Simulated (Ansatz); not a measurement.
Li₃H₄. Total charge 0; doublet. Geometry r2SCAN-D4/def2-TZVP; atoms count from 1.

```xyz
7

Li    0.276   -1.765    1.903
Li    0.753   -1.594   -0.857
Li   -0.337    0.760    0.327
H    -0.988    2.722   -0.056
H     0.212    0.014   -1.111
H    -0.760    2.472   -0.728
H     0.845   -2.609    0.523
```

In the doublet, H4 and H6 lie 0.75 Å apart (atoms count from 1), so H2 has formed as a molecule. The structure comes from a short search, and lower isomers may exist.

Question: Estimate the Mulliken populations from the PBE0/def2-TZVP orbitals of Ansatz.

Answer: 
```csv
atom,charge (e),spin (α − β)
Li1,0.24,0.49
Li2,0.58,-0.06
Li3,0.18,0.52
H4,0.00,0.00
H5,-0.53,0.01
H6,0.05,0.01
H7,-0.52,0.02
```
Mulliken values depend strongly on the basis.

Question: Where does the spin sit?

Answer: Summed by element: Li 0.95, H 0.05, of 1 unpaired in all. Largest on single atoms: Li3 0.52, Li1 0.49, Li2 -0.06.

Question: And the Mayer bond orders between heavy atoms (over 0.3)?

Answer: Li1–Li3 0.52 (3.04 Å).
